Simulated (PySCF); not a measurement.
# LiN+: from the state search to spectroscopic constants

One table from this session's results is given with a row withheld; the runs are named, their logs left out.

Program: PySCF 2.14.0. Level of theory: Li cc-pVDZ, N cc-pVDZ, no relativity. These are calculated values, not measurements.

Set-up of the first run:

The job is set up so:

```
atoms                         : Li, N
charge                        : 1
basis                         : Li cc-pVDZ, N cc-pVDZ
Hamiltonian                   : no relativity
basis functions               : 28
electrons treated             : 9
masses in u                   : 7.0160, 14.0031
levels                        : PBE0, PBE, r²SCAN, revPBE, B97-3, r²SCANh, HSE06, HF, MP2, SCS-MP2, CCSD, CCSD(T)
grid                          : 80 radial by 434 angular points
occupations                   : held fixed by the projection of orbital angular momentum
dissociation limit            : Li+ + N, each in its ground configuration
starting distance in angstrom : 2.040
values of 2S to try           : 1, 3
```

Started as:

```bash
$ OMP_NUM_THREADS=1 python dia.py task.json out
```

Steps of the session up to this table: Input; First curve: PBE0; Other states along the same grid; PBE (GGA); r²SCAN (meta-GGA); revPBE; B97-3 (global hybrid GGA); r²SCANh (hybrid meta-GGA); HSE06 (range-separated hybrid); UHF; Correlated methods on the Hartree–Fock reference.

One table of the session follows, with a row left open; its other results are not shown here.

It belongs to the step «Constants by level of theory». 

```
      level  Re (Å)  ωe (cm⁻¹)  De (eV)
        UHF   2.331      238.1    0.216
    UHF-MP2       ?          ?        ?
UHF-SCS-MP2   2.349      240.9    0.236
   UHF-CCSD   2.348      244.4    0.251
UHF-CCSD(T)   2.346      246.3    0.257
        PBE   2.323      254.3    0.327
     revPBE   2.356      243.1    0.310
     r²SCAN   2.355      233.9    0.246
    r²SCANh   2.349      234.9    0.241
       PBE0   2.319      249.3    0.279
      B97-3   2.374      221.9    0.234
      HSE06   2.317      250.9    0.282
```

Estimate the missing values for UHF-MP2.

As computed: Re (Å): 2.348; ωe (cm⁻¹): 241.9; De (eV): 0.242.

De is counted to Li+ + N in their ground configurations.

To keep in mind: The bond is weak, and basis-set superposition, which was not computed, may be a sizeable part of it.
